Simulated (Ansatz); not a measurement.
## TaAlCl₆: from a trial structure to a relaxed crystal

Level of theory: DFT PBE, scalar-relativistic, plane waves, PAW (Ansatz). Cutoff 420 eV, Γ-centred k mesh, Gaussian smearing, collinear spin, first started from parallel moments.

TaAlCl₆ was placed on the sites of a reported KAsF6 cell (R-3m, No. 166), with Ta in place of K, Al in place of As, Cl in place of F, at a guessed volume.

```
CELL_PARAMETERS angstrom
4.24217 2.44922 2.78311
-4.24217 2.44922 2.78311
0.00000 -4.89844 2.78311
ATOMIC_POSITIONS crystal
Ta 0.50000 0.50000 0.50000
Al 0.00000 0.00000 0.00000
Cl 0.26500 0.26500 0.92600
Cl 0.92600 0.26500 0.26500
Cl 0.26500 0.92600 0.26500
Cl 0.07400 0.73500 0.73500
Cl 0.73500 0.73500 0.07400
Cl 0.73500 0.07400 0.73500
```

Cell and atoms relax at zero pressure; the relaxation can't lower the symmetry of the start. After a coarse first stage the cell is made exact in the group found at 0.06 Å.

The zero of energy is the elements' standard structures at the same level (Cl₂ as a molecule); no fitted shifts are applied.

Describe the relaxed structure.

It keeps R-3m (No. 166), but not the shape of the type it started on. Conventional cell: a = 13.004 Å, c = 6.164 Å. Around Ta lie 6 Cl at 2.48 Å and 2 Al at 3.08 Å; Al has 6 Cl at 2.36 Å and 2 Ta at 3.08 Å; Cl has 1 Al at 2.36 Å and 1 Ta at 2.48 Å.

```xyz
8
Lattice="6.5021 3.7540 2.0548 -6.5021 3.7540 2.0548 0.0000 -7.5079 2.0548" Properties=species:S:1:pos:R:3 pbc="T T T"
Ta    0.0000    0.0000    3.0822
Al    0.0000    0.0000    0.0000
Cl    0.0000    1.8652    1.4410
Cl   -1.6153   -0.9326    1.4410
Cl    1.6153   -0.9326    1.4410
Cl    1.6153    0.9326    4.7233
Cl    0.0000   -1.8652    4.7233
Cl   -1.6153    0.9326    4.7233
```

What are its volume, energy, gap and moment?

The volume per atom is 37.6 Å³ and the density is 2.3 g/cm³. The energy over the elements is -1.24 eV/atom, the gap on the 6×6×6 mesh is 0 eV (a metal) and the net moment per atom is 0.25 μB. The largest site moment is 1.07 μB.

The final run used a 6×6×6 mesh on its 8-atom cell and 0.10 eV smearing. The k mesh leaves about 4 meV/atom of noise in metals. Weakly bound directions are ill-defined at this level, which has no dispersion term. Spin–orbit coupling is left out. Symmetry constrained the relaxation, so the result can be a saddle point.

Cost: 4 runs of about 11 core-minutes in all, on Arm Neoverse V1 (shared hosts).